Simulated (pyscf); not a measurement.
## Elimination: H₃Si–O–PH₂ → PH₃ + O=SiH₂

Gas phase, singlet surface, charge 0. Bonds broken: P1–O2, Si3–H6. Bonds formed: P1–H6. Single points on ωB97X-D3(BJ)/def2-SVP structures (PySCF, gas phase). Correlated levels are frozen-core, on RHF or UHF. ΔMP2 is the change of the MP2 total energy from the triple- to the quadruple-zeta basis.

Transition state (Å):

```xyz
8

P      0.4835     1.0986     0.1193
O      0.9680    -0.9313     0.1659
Si    -0.4811    -1.1779     0.7681
H     -0.6281     2.0293    -0.0522
H      0.4265     0.8153    -1.2729
H     -0.7717     0.4245     0.9653
H     -1.6217    -1.5745    -0.1007
H     -0.7022    -1.6713     2.1546
```

One imaginary mode, 695i cm⁻¹; descent along it reached the two sides named, in the forms told below.

| bond | change | reactant side (Å) | saddle | product side |
|---|---|---|---|---|
| P1–O2 | breaks | 1.662 | 2.087 | 3.0 |
| Si3–H6 | breaks | 1.493 | 1.640 | 3.2 |
| P1–H6 | forms | 3.5 | 1.657 | 1.411 |

Electronic energies relative to the reactant's lowest minimum found (kcal/mol):

| level | barrier | reaction energy | reverse barrier |
|---|---|---|---|
| ωB97X-D3(BJ)/def2-TZVP | 63.7 | +46.4 | 17.3 |
| PBE/def2-TZVP | 54.3 | +36.9 | 17.4 |
| r²SCAN/def2-TZVP | 59.0 | +41.6 | 17.4 |
| B3LYP-D3(BJ)/def2-TZVP | 62.4 | +41.8 | 20.6 |
| PBE0-D3(BJ)/def2-TZVP | 60.1 | +44.2 | 15.9 |
| M06-2X/def2-TZVP | 64.5 | +46.5 | 18.0 |
| ωB97M-D3(BJ)/def2-TZVP | 63.0 | +42.9 | 20.1 |
| HF/def2-TZVP | 80.1 | +48.6 | 31.5 |
| MP2/def2-QZVPP | 62.5 | +40.9 | 21.6 |
| CCSD/def2-TZVPP | 67.2 | +42.6 | 24.6 |
| CCSD(T)/def2-TZVPP | 64.2 | +40.9 | 23.3 |
| CCSD(T)/def2-TZVPP + ΔMP2(QZVPP) | 63.6 | +41.6 | 22.0 |

With CCSD(T)/def2-TZVPP + ΔMP2(QZVPP) energies and thermal terms (ideal gas, 1 atm, RRHO with modes under 100 cm⁻¹ raised to 100, one conformer, R ln 2 for chiral ones without a mode under 150 cm⁻¹), in kcal/mol:

```
T (K)   ΔH‡   ΔG‡     ΔH     ΔG
-----  ----  ----  -----  -----
298    62.2  63.0  +39.5  +29.7
600    61.8  63.9  +39.0  +19.9
900    61.3  65.1  +38.0  +10.6
1200   60.8  66.4  +36.9   +1.6
```

On the product side the descent ends in an adduct with a P–Si contact (not fully relaxed), 17.5 kcal/mol under the separated species and 34.8 kcal/mol under the saddle at ωB97X-D3(BJ)/def2-TZVP. H₃Si–O–PH₂ lies 5.7 kcal/mol over its isomer HO–SiH₂–PH₂ (electronic energy, ωB97M-D3(BJ)/def2-TZVP). One saddle was located; it need not be the lowest between these sides. The CCSD(T) − MP2 part came from Ansatz, without density fitting, on the same reference.
